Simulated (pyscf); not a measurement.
Structures and frequencies: ωB97X-D3(BJ)/def2-SVP in PySCF.

ZnH₂ + H₂O → HO–ZnH + H₂
Surface: singlet. Broken: H–Zn, H–O. Formed: O–Zn, H–H. Give ΔE‡ and ΔE from ωB97M-D3(BJ)/def2-TZVP, relative to the separated reactants.

ΔE‡ = 0.74 eV, ΔE = -0.27 eV. Zero-point energy shifts the barrier by -0.03 eV. It is a four-centre exchange, with an imaginary mode of 1244i cm⁻¹. On the reactant side the descent ends in an adduct with a O–Zn contact, 0.39 eV under the separated species and 1.08 eV under the saddle at ωB97X-D3(BJ)/def2-TZVP. What is counted as formed (O–Zn) is already present as a longer contact in the reactant adduct; forming that adduct is a step of its own. At the saddle there is also a short H–Zn contact that neither side keeps. This is the saddle that the search found; another between the same sides may lie lower. Elements up to Kr have no core potential and no relativistic terms here.
